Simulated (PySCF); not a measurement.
# LiSi: mean field, correlation and small terms against distance

State: ⁴Σ⁻, quartet, unpaired electrons σ ↑, π ↑↑. ROHF-based CCSD(T) in PySCF 2.14 with Li cc-pVTZ, Si cc-pV(T+d)Z and Li cc-pVQZ, Si cc-pV(Q+d)Z (frozen core orbitals: 6; no relativity). Correlation energies are extrapolated as n⁻³ (n = 3, 4), Hartree–Fock as (n+1)·exp(−9√n). CV is the change on freezing 1 orbitals instead, in Li cc-pCVTZ, Si cc-pwCVTZ. SR is the spin-free X2C energy in Li cc-pVTZ-DK, Si cc-pVTZ-DK less the non-relativistic one in Li cc-pVTZ, Si cc-pVTZ. All energies in eV from Li + Si.

```
 R (Å)  HF/CBS  CCSD corr.      (T)       CV      SR   total
2.0862  -1.114      -0.451  -0.0641  -0.0230  0.0049  -1.647
2.1811  -1.269      -0.446  -0.0651  -0.0135  0.0060  -1.788
2.2759  -1.353      -0.442  -0.0661  -0.0056  0.0068  -1.860
2.3707  -1.383      -0.438  -0.0671   0.0010  0.0074  -1.880
2.4656  -1.372      -0.435  -0.0679   0.0064  0.0079  -1.862
2.5841  -1.319      -0.432  -0.0689   0.0118  0.0083  -1.800
2.7026  -1.236      -0.429  -0.0695   0.0160  0.0087  -1.709
```

A fit to the total gives Re = 2.3682 Å, De = 1.880 eV, ωe = 455.7 cm⁻¹, Be = 0.5359 cm⁻¹ (masses 7.0160 and 27.9769 u).

Problem. At R = 2.3707 Å the CCSD correlation energy is -0.092916 hartree in the smaller basis and -0.096007 in the larger. Extrapolate it.

Solution. (4³·E4 − 3³·E3)/(4³ − 3³) = -0.09826 hartree; the larger basis holds 97.7 % of it.

The T1 diagnostic is 0.012. The state was picked by a PBE0 search and need not be the measured ground state. Spin–orbit coupling, excitations beyond (T) and corrections to the Born–Oppenheimer picture are left out.
